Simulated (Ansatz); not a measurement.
# BH4O2: the cost of one run

Method: UKS PBE/def2-SVP, in Ansatz 0.2.0.

**1. Starting point**

Bond lengths: B1–O3 1.410 Å, O3–H4 1.010 Å, B1–H5 1.190 Å, O6–H7 1.010 Å. Angles: B1–O3–H4 109.5°, O3–B1–H5 120.0°.

As a file:

```xyz
7

B     0.0000    0.0000    0.0000
H     0.0000    0.0000    1.4400
O     1.2211    0.0000   -0.7050
H     1.5209   -0.9519   -0.8599
H    -1.0305    0.0000   -0.5950
O     0.0000    0.0000    2.7500
H    -0.5144   -0.8011    3.0871
```

**2. A restrained relaxation towards end A**

Springs on the bonds that form and break draw the guess towards this end; the thresholds are loose.

File input.yaml:

```yaml
crystal:
  periodic: [false, false, false]
  atoms:
    - { symbol: B, position_ang: [0.0, 0.0, 0.0] }
    - { symbol: H, position_ang: [0.0, 0.0, 1.44] }
    - { symbol: O, position_ang: [1.2211, 0.0, -0.705] }
    - { symbol: H, position_ang: [1.5209, -0.9519, -0.8599] }
    - { symbol: H, position_ang: [-1.0305, 0.0, -0.595] }
    - { symbol: O, position_ang: [0.0, 0.0, 2.75] }
    - { symbol: H, position_ang: [-0.5144, -0.8011, 3.0871] }
magnetization:
  spin_polarized: true
  initial_magnetization: 1
basis:
  gaussian: { orbitals: def2-SVP }
hamiltonian:
  xc: pbe
relax:
  f_tol: 0.15
  max_steps: 25
  restrain:
    - { distance: [1, 5], at: 2.21, k: 30.0 }
    - { distance: [0, 1], at: 1.19, k: 30.0 }
output:
  orbitals: {}
```

The run is started by

```bash
$ ansatz run input.yaml --threads 1 --pin off --max-ram 2048MiB --backend cpu --events-out ev --progress --plain --runs-dir out
```

**Question.** How long does this run take on 1 thread of Arm Neoverse V1, shared host, and how much memory does it need?

About 70 s, with a peak of 0.13 GiB.
